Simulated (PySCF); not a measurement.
## Molecular orbitals of NaF

r²SCAN at R = 1.946 Å; basis Na aug-pcseg-1, F aug-pcseg-1; no relativity; PySCF 2.14. State: ¹Σ⁺ (singlet), closed shell. Only the outer orbitals are listed, counted within each symmetry.

```json
{"orbital": "3σ", "occ.": "2", "ε (eV)": "-59.17", "on Na (%)": "100", "main shells (%)": "100 Na s"}
{"orbital": "1π", "occ.": "2", "ε (eV)": "-29.87", "on Na (%)": "100", "main shells (%)": "100 Na p"}
{"orbital": "1π", "occ.": "2", "ε (eV)": "-29.87", "on Na (%)": "100", "main shells (%)": "100 Na p"}
{"orbital": "4σ", "occ.": "2", "ε (eV)": "-29.78", "on Na (%)": "99", "main shells (%)": "99 Na p"}
{"orbital": "5σ", "occ.": "2", "ε (eV)": "-24.77", "on Na (%)": "2", "main shells (%)": "98 F s"}
{"orbital": "6σ", "occ.": "2", "ε (eV)": "-5.44", "on Na (%)": "1", "main shells (%)": "99 F p"}
{"orbital": "2π", "occ.": "2", "ε (eV)": "-5.22", "on Na (%)": "1", "main shells (%)": "99 F p"}
{"orbital": "2π", "occ.": "2", "ε (eV)": "-5.22", "on Na (%)": "1", "main shells (%)": "99 F p"}
{"orbital": "7σ", "occ.": "0", "ε (eV)": "-1.30", "on Na (%)": "101", "main shells (%)": "83 Na s, 18 Na p"}
{"orbital": "3π", "occ.": "0", "ε (eV)": "0.42", "on Na (%)": "106", "main shells (%)": "106 Na p"}
{"orbital": "3π", "occ.": "0", "ε (eV)": "0.42", "on Na (%)": "106", "main shells (%)": "106 Na p"}
```

Which are the highest filled and the lowest empty level, where do they sit, and how wide is the gap?

Highest filled 2π at -5.22 eV (in %: 99 F p); lowest empty 7σ at -1.30 eV (in %: 83 Na s, 18 Na p); the gap at r²SCAN is 3.92 eV.

The bond order (Mayer) is 0.03, the ⟨S²⟩ is 0.000 and the charge on Na (Mulliken, basis-dependent) is 0.95. The charge on Na (Löwdin, basis-dependent) is 0.96. The dipole moment (positive dipole means Na(−)F(+)) is -8.23 D.

Shares are Mulliken populations and can fall outside 0 to 100 %.
